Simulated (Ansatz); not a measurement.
This geometry of CH6Si + ClH (10 atoms, charge 0, multiplicity 1) is a first-order saddle point.

Level of theory: RKS r2SCAN/6-31G* (Ansatz).

```xyz
10
Properties=species:S:1:pos:R:3
Si -0.183 0.091 -0.201
H 0.179 0.155 1.483
C 1.683 -0.052 -0.432
H 2.051 -1.036 -0.117
H 1.905 0.046 -1.505
H 2.247 0.716 0.109
H -0.647 1.474 -0.423
H -0.752 -0.965 -1.069
Cl -2.322 -0.403 1.176
H -0.693 -0.027 1.594
```

Which two structures does it join? (They come from a converged band through this point; their orientation in space is the band's.)

Bonds broken: Si1–H2, Cl9–H10. Bonds formed: Si1–Cl9, H2–H10. CH6Si + ClH becomes CH5ClSi + H2.

First end point:

```xyz
10
Properties=species:S:1:pos:R:3
Si 0.198 0.057 -0.234
H -0.003 -0.158 1.236
C 2.028 -0.011 -0.652
H 2.457 -0.983 -0.384
H 2.187 0.145 -1.725
H 2.584 0.765 -0.112
H -0.397 1.379 -0.571
H -0.569 -1.005 -0.941
Cl -3.146 -0.065 2.104
H -1.873 -0.123 1.893
```

Last end point:

```xyz
10
Properties=species:S:1:pos:R:3
Si -0.320 -0.236 -0.829
H -0.077 1.607 2.719
C 1.503 -0.321 -0.430
H 1.876 -1.349 -0.509
H 2.073 0.303 -1.131
H 1.701 0.038 0.586
H -0.843 1.149 -0.712
H -0.607 -0.758 -2.190
Cl -1.384 -1.413 0.514
H -0.455 0.980 2.597
```

How far does it lie above each of them?

1.66 eV above the first and 2.57 eV above the second. This is the barrier of this one path; another mechanism may lie lower. The orbitals stay closed-shell, which can raise the energy where a bond breaks towards radicals; this wasn't checked here.

Time of the run: 4.6 min on 1 thread of AMD EPYC 9R45 96-Core Processor (Zen 5), with other jobs on the host, peak memory 0.15 GiB.
